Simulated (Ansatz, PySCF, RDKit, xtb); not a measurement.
# Solving CH2NNa, step by step

Given the formula CH2NNa and nothing else, which arrangement of the atoms is the most stable in the gas at 298.15 K, and what are its properties?

Plan: many cheap relaxations first (GFN2-xTB), then density-functional screening, relaxation at B3LYP-D3(BJ)/def2-SVP, vibrations and a final energy. The numbers are computed, not measured.

7 further runs of the same task are left out: 7 set aside as unsound or not needed.

### Step 1. Candidates

A program enumerates the bonding patterns with one Lewis structure each (two rings at most, one unusual centre or charged pair), with their diastereomers. O–O, O–halogen and N–halogen bonds and N–N–N chains are not drawn. That gives 6 candidates.

| label | SMILES | spin |
| --- | --- | --- |
| c030 | N=[CH][Na] | singlet |
| c227 | [CH]1=[NH+][Na-]1 | singlet |
| c549 | [CH-]=[NH+][Na] | singlet |
| c628 | C#[N+][NaH-] | singlet |
| c671 | C=[N][Na] | singlet |
| c766 | [NH2+]=[C-][Na] | singlet |

Candidates are built by distance geometry, with a force field where one applies, in up to four conformers (letters a to d). 10 starts with atoms placed at random are added, to find patterns that the rules miss.

Q: Predict the outcome of this search (final energies at CCSD(T)/def2-TZVPP).

| quantity | value |
| --- | --- |
| lowest structure found | C=[N][Na], singlet, Cs |
| next finalist | [CH][N][NaH] ‡, singlet, 5.4 kcal/mol higher in G |
| share at equilibrium, among the finalists | 100.0 % |
| harmonic wavenumbers, lowest and highest (B3LYP-D3(BJ)/def2-SVP) | 90 and 2759 cm⁻¹ |
| rotational constants, same geometry | 6.064, 0.16, 0.1559 cm⁻¹ |
| dipole moment (PBE0/def2-TZVPD) | 7.24 D |
| HOMO energy (PBE0/def2-TZVPD) | -3.64 eV |
| LUMO energy (PBE0/def2-TZVPD) | -1.47 eV |
| HOMO–LUMO gap (PBE0/def2-TZVPD) | 2.17 eV |
| lowest excitation (TD-PBE0/def2-SVPD) | 1.25 eV (f = 0.043) |
| strongest of the states computed, same level | 5.03 eV (f = 0.086) |
| lowest triplet excitation, same level, Tamm-Dancoff | 0.91 eV |
| vertical ionisation energy | 5.71 eV |
| vertical electron affinity | 0.57 eV |
| vertical triplet less singlet | +1.55 eV |

The lowest structure found is `C=[N][Na]`. The margin of 5.4 kcal/mol over the next finalist is beyond the usual error of the last level; it says nothing of structures that weren't ranked. HF/STO-3G, r2SCAN-D4/def2-SVP, B3LYP-D3(BJ)/def2-SVP, HF/def2-TZVPP and MP2/def2-TZVPP already put its bonding pattern lowest among the structures in one piece; GFN2-xTB favours the singlet [CH][N][NaH] ‡. Lowest found is not proven lowest: the search is finite, and each finalist counts with one conformer. Bonds to the alkali or alkaline-earth atom are largely ionic, and its place along soft bends is ill-defined.

‡ marks the bonded skeleton alone, with all bonds drawn single: no Lewis structure was assigned that passes a check against the bond lengths.
